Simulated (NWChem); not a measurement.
## Atomisation of methanethiol (CH₄S)

```
C
H 1 1.1069
H 1 1.1074 2 108.28
H 1 1.1074 2 108.28 3 119.14
S 1 1.8279 2 106.05 3 -120.43
H 5 1.3623 1 96.66 2 180.00
```
Charge 0, spin multiplicity 1.

Program: NWChem. The geometry was optimised at PBE/def2-SVP, a minimum by its harmonic frequencies.

Basis set: def2-TZVP. The atomisation energy is electronic alone: no zero-point, thermal, spin-orbit or counterpoise terms. No value is extrapolated to the basis-set limit. Free atoms are single determinants with multiplicities C 3, S 3, H 2. Correlated methods freeze the same cores in atoms and molecule, 6 orbitals in all.

```
method       atomisation energy (kcal/mol)
-----------  -----------------------------
CAM-B3LYP                            471.7
M06-2X                               471.8
PBE                                  477.4
LDA (SVWN5)                          535.1
CCSD(T)                              454.5
BLYP                                 466.8
B3LYP                                470.2
MP2                                  454.5
HF                                   348.2
PBE0                                 471.7
```

The values span 186.9 kcal/mol, from HF (lowest) to LDA (SVWN5) (highest). 

B3LYP has NWChem's definition, with VWN1-RPA local correlation. The stability of the SCF solutions was not checked. Open-shell Hartree-Fock references start from PBE0 orbitals. No row is a measurement; the coupled-cluster row has its own basis-set and correlation limits.
